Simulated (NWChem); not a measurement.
**propane (C3H8) in NWChem**

SMILES: CCC
```xyz
11

C     -1.2711     0.0000    -0.2568
C      0.0000     0.0000     0.5793
C      1.2711     0.0000    -0.2568
H     -2.1740     0.0000     0.3732
H     -1.3212     0.8875    -0.9087
H     -1.3212    -0.8875    -0.9087
H      0.0000    -0.8792     1.2469
H      0.0000     0.8792     1.2469
H      2.1740     0.0000     0.3732
H      1.3212    -0.8875    -0.9087
H      1.3212     0.8875    -0.9087
```
Charge 0, spin multiplicity 1.

Program: NWChem. The geometry was optimised at PBE0/def2-SVP, a minimum by its harmonic frequencies.

The stability of the SCF solutions was not checked. Open-shell Hartree-Fock references start from PBE0 orbitals.

Worked example. At MP2/def2-TZVP the molecule has a total energy of -118.82847 Ha and the free atoms (multiplicities C 3, H 2) C -37.75859, H -0.49981 Ha. The electronic atomisation energy is the atoms' sum less the molecule's energy.

3·(-37.75859) + 8·(-0.49981) = -117.27425 Ha for the atoms; less the molecule's energy this leaves 1.55422 Ha, or 975.3 kcal/mol (4081 kJ/mol), without zero-point, thermal or spin-orbit terms. For one electron MP2 and coupled cluster equal Hartree-Fock, which gives the hydrogen atom's value.
